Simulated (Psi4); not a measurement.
Process, species as SMILES: C#N (CH-N) → [C-]#[NH+] (C-NH)
B3LYP-D3(BJ)/def2-TZVP geometries, fixed; electronic energies without zero-point terms.
Largest species:
```
C
N 1 1.1462
H 1 1.0667 2 180.00
```

Effect of the grid (radial, spherical points) at wB97X-V/def2-TZVP with Psi4, against the last row, where the isomerisation energy is 13.34 kcal/mol.

```json
[
 {"setting": "grid: 35, 110", "grid points, largest species": "11304", "largest shift of a total energy (mEh)": "0.029", "shift of the isomerisation energy (kcal/mol)": "0.014"},
 {"setting": "grid: 50, 194", "grid points, largest species": "28560", "largest shift of a total energy (mEh)": "0.001", "shift of the isomerisation energy (kcal/mol)": "-0.001"},
 {"setting": "grid: 75, 302", "grid points, largest species": "65551", "largest shift of a total energy (mEh)": "0.000", "shift of the isomerisation energy (kcal/mol)": "0.000"},
 {"setting": "grid: 99, 590", "grid points, largest species": "168942", "largest shift of a total energy (mEh)": "0.000", "shift of the isomerisation energy (kcal/mol)": "0.000"},
 {"setting": "grid: 150, 974", "grid points, largest species": "420030", "largest shift of a total energy (mEh)": "0.000", "shift of the isomerisation energy (kcal/mol)": "0.000"}
]
```

Within 0.02 kcal/mol in the isomerisation energy: grid: 35, 110; grid: 50, 194; grid: 75, 302; grid: 99, 590. The largest shift is 0.029 mEh in a total energy and 0.014 kcal/mol in the difference.
